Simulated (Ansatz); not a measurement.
# How methods differ on BHF2 (SMILES FBF)

The species is BHF2 (4 atoms), meant as a singlet with charge 0. SMILES: `FBF`. Geometry: relaxed at PBE0-D4/def2-TZVP.

```jsonl
{"atom": "F", "x (Å)": "1.1543", "y (Å)": "0.4569", "z (Å)": "-0.3619"}
{"atom": "B", "x (Å)": "-0.0019", "y (Å)": "-0.0310", "z (Å)": "0.0252"}
{"atom": "F", "x (Å)": "-1.0954", "y (Å)": "0.5287", "z (Å)": "-0.4389"}
{"atom": "H", "x (Å)": "-0.0570", "y (Å)": "-0.9546", "z (Å)": "0.7756"}
```

Quantity: the energy change with the B2–F3 bond stretched from 1.313 to 2.626 Å, in eV. The values are calculated.

```tsv
level	kind	program	value (eV)	less FCI/STO-3G	CPU time (all runs)
SVWN5/STO-3G (restricted)	LDA	Ansatz	8.08	+2.03	0.76 s
PBE/STO-3G (restricted)	GGA	Ansatz	7.47	+1.42	1.2 s
revPBE/STO-3G (restricted)	GGA	Ansatz	7.26	+1.21	1.2 s
BHLYP/STO-3G (restricted)	global hybrid	Ansatz	8.97	+2.92	1.1 s
wB97M-V/STO-3G (restricted)	range-separated hybrid	Ansatz	8.61	+2.56	12 s
wB97X/STO-3G (restricted)	range-separated hybrid	Ansatz	8.57	+2.52	4.7 s
CCSD(T)/STO-3G (restricted)	coupled cluster or CI	Ansatz	6.02	-0.03	0.27 s
CCSD/STO-3G (restricted)	coupled cluster or CI	Ansatz	6.17	+0.12	0.25 s
FCI/STO-3G	exact in the basis	Ansatz	6.05	0.00	4.4 s
```

FCI/STO-3G is exact within its basis and frozen core, so for wave-function methods in that basis the difference is their error; functionals converge differently with the basis, so for them it is only a difference. The first shape isn't each level's own minimum. The values span 6.02 to 8.97 eV. All rows use very small basis sets, so even the best lies far from the true value. CPU times are rough (shared hosts, several kinds of processor): they show what a rung costs within a factor of a few.
